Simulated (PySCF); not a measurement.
Results of a calculation; reference values are marked as such.
# C3H6FO

The system: C3H6FO, a small molecule (built as: C site whose three back bonds go to CH3, OH, F; end group CH2); neutral, doublet. The structure, one conformer, was relaxed in the gas phase by PBE0-D3(BJ)/def2-SVP. No frequency run checks that it is a minimum.

SMILES: [CH2]C(C)(O)F

```xyz
11

C    -0.030    0.163    0.355
C     1.182   -0.262   -0.447
O    -0.098    1.542    0.305
F     0.183   -0.234    1.671
C    -1.304   -0.475   -0.093
H     2.067    0.240   -0.030
H     1.318   -1.349   -0.387
H     1.067    0.035   -1.498
H    -0.915    1.811    0.743
H    -1.672   -1.369    0.412
H    -1.766   -0.140   -1.023
```
(Å; atoms numbered from 1)

EPR values by unrestricted B3LYP, IGLO-III on C F O, pcH-1 on H.

Task: Predict g and the largest hyperfine couplings. Where does the spin sit?

Result: g = 2.0021, 2.0023, 2.0026. The spin sits on C5 (111 %, bonded to 1 C + 2 H) by Mulliken populations.
| atom | isotope | isotropic (MHz) | dipolar, principal values (MHz) |
| --- | --- | --- | --- |
| C5 | 13C | 92.0 | -79.5, -78.8, 158.3 |
| H10 | 1H | -63.6 | -38.3, -0.6, 38.9 |
| H11 | 1H | -62.8 | -38.2, -0.8, 39.0 |
| F4 | 19F | 34.9 | -16.5, -14.1, 30.6 |
| C2 | 13C | 37.5 | -3.8, -3.5, 7.3 |
| H6 | 1H | 34.1 | -2.8, -1.2, 4.0 |

Task: How do the isotropic couplings move with BHandHLYP?

Result: C5 92.0 to 118.5 MHz, H10 -63.6 to -75.7 MHz, H11 -62.8 to -74.3 MHz, F4 34.9 to 31.1 MHz.
